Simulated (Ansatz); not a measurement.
Ansatz (a first-principles code) input (B3LYP-D3(BJ)/def2-TZVP):

Ansatz 0.2 input:
```yaml
crystal:
  periodic: [false, false, false]
  atoms:
    - {symbol: O, position_ang: [0.26938393, 0.98018939, -0.17778898]}
    - {symbol: O, position_ang: [0.23680596, -0.32039520, -0.12010561]}
    - {symbol: H, position_ang: [-0.60933376, -0.59208697, 0.30182409]}
basis:
  gaussian:
    orbitals: def2-TZVP
hamiltonian:
  xc: b3lyp
  dispersion: d3bj
magnetization: {spin_polarized: true, initial_magnetization: 1}
relax: {f_tol: 0.002, max_steps: 150}
```

Output:

```
Functional definition: B3LYP
integrals: 0.01 GiB planned
346 factors; their error is unknown
mean field: 0.15 GiB planned
mean field evaluation 1: about -4106.8230 eV, gradient 2.1e1 eV
mean field evaluation 2: about -4106.6142 eV, gradient 2.2e1 eV
mean field evaluation 4: about -4108.2127 eV, gradient 2.8e0 eV
mean field evaluation 8: about -4108.2385 eV, gradient 3.2e-2 eV
mean field evaluation 16: about -4108.2446 eV, gradient 2.7e-5 eV
mean field -4108.24458415 eV, -150.9752037993 hartree, gradient 2.7e-5 eV, S^2 0.753756; 1 other end points of the search recorded, 0 dependent functions left out
the calculation of the forces begins
reference -4108.24473431 eV, -150.9752093177 hartree; 9, 8 occupied and 59, 60 virtual orbitals, 346 factors
relax step   1: F+E_penalty+E_count = -4108.26817240 eV  Δ(F+E_penalty+E_count) = +0.000e0 eV  max|allowed force component| = 1.138e0 eV/Å  Δτ_max = 0.0000 Å  (39 SCF iters, accepted)
these checks for a lower state are left out or cut short: starts, cluster_reference, orbital_swaps, neighbouring_geometries, increment
integrals: 0.01 GiB planned
346 factors; their error is unknown
mean field: 0.15 GiB planned
mean field -4108.25554823 eV, -150.9756067216 hartree, gradient 2.2e-5 eV, S^2 0.753777; 0 other end points of the search recorded, 0 dependent functions left out
the calculation of the forces begins
reference -4108.25569762 eV, -150.9756122120 hartree; 9, 8 occupied and 59, 60 virtual orbitals, 346 factors
relax step   2: F+E_penalty+E_count = -4108.27913907 eV  Δ(F+E_penalty+E_count) = -1.097e-2 eV  max|allowed force component| = 6.063e-1 eV/Å  Δτ_max = 0.0088 Å  (37 SCF iters, accepted)
these checks for a lower state are left out or cut short: starts, cluster_reference, orbital_swaps, neighbouring_geometries, increment
integrals: 0.01 GiB planned
346 factors; their error is unknown
mean field: 0.15 GiB planned
mean field evaluation 32: about -4108.2605 eV, gradient 2.2e-1 eV
mean field -4108.26062722 eV, -150.9757933713 hartree, gradient 2.3e-5 eV, S^2 0.753798; 0 other end points of the search recorded, 0 dependent functions left out
the calculation of the forces begins
reference -4108.26077542 eV, -150.9757988176 hartree; 9, 8 occupied and 59, 60 virtual orbitals, 346 factors
relax step   3: F+E_penalty+E_count = -4108.28422502 eV  Δ(F+E_penalty+E_count) = -5.086e-3 eV  max|allowed force component| = 3.756e-2 eV/Å  Δτ_max = 0.0123 Å  (36 SCF iters, accepted)
these checks for a lower state are left out or cut short: starts, cluster_reference, orbital_swaps, neighbouring_geometries, increment
integrals: 0.01 GiB planned
346 factors; their error is unknown
mean field: 0.15 GiB planned
mean field -4108.26064453 eV, -150.9757940075 hartree, gradient 2.3e-5 eV, S^2 0.753801; 0 other end points of the search recorded, 0 dependent functions left out
the calculation of the forces begins
reference -4108.26079274 eV, -150.9757994539 hartree; 9, 8 occupied and 59, 60 virtual orbitals, 346 factors
relax step   4: F+E_penalty+E_count = -4108.28424160 eV  Δ(F+E_penalty+E_count) = -1.658e-5 eV  max|allowed force component| = 6.321e-3 eV/Å  Δτ_max = 0.0009 Å  (39 SCF iters, accepted)
these checks for a lower state are left out or cut short: starts, cluster_reference, orbital_swaps, neighbouring_geometries, increment
integrals: 0.01 GiB planned
346 factors; their error is unknown
mean field: 0.15 GiB planned
mean field -4108.26064523 eV, -150.9757940331 hartree, gradient 2.3e-5 eV, S^2 0.753801; 0 other end points of the search recorded, 0 dependent functions left out
the calculation of the forces begins
reference -4108.26079342 eV, -150.9757994790 hartree; 9, 8 occupied and 59, 60 virtual orbitals, 346 factors
relax step   5: F+E_penalty+E_count = -4108.28424247 eV  Δ(F+E_penalty+E_count) = -8.748e-7 eV  max|allowed force component| = 2.157e-4 eV/Å  Δτ_max = 0.0002 Å  (39 SCF iters, accepted)
integrals: 0.01 GiB planned
346 factors; their error is unknown
mean field: 0.15 GiB planned
mean field evaluation 64: about -4108.2326 eV, gradient 2.6e0 eV
mean field -4108.26064523 eV, -150.9757940331 hartree, gradient 2.3e-5 eV, S^2 0.753801; 2 other end points of the search recorded, 0 dependent functions left out
the calculation of the forces begins
reference -4108.26079342 eV, -150.9757994790 hartree; 9, 8 occupied and 59, 60 virtual orbitals, 346 factors
Total energy: -4108.28439067 eV, -150.9766666618 hartree
Atom 0 at     0.259839     0.984484    -0.173266 Å, force    -0.000006    -0.000038     0.000004 eV/Å
Atom 1 at     0.243423    -0.340419    -0.122694 Å, force     0.000216     0.000087    -0.000108 eV/Å
Atom 2 at    -0.606406    -0.576358     0.299889 Å, force    -0.000209    -0.000049     0.000104 eV/Å
Dipole moment:    -0.335276    -0.293573     0.173158 e Å
```

It need not be the lowest isomer of its formula.
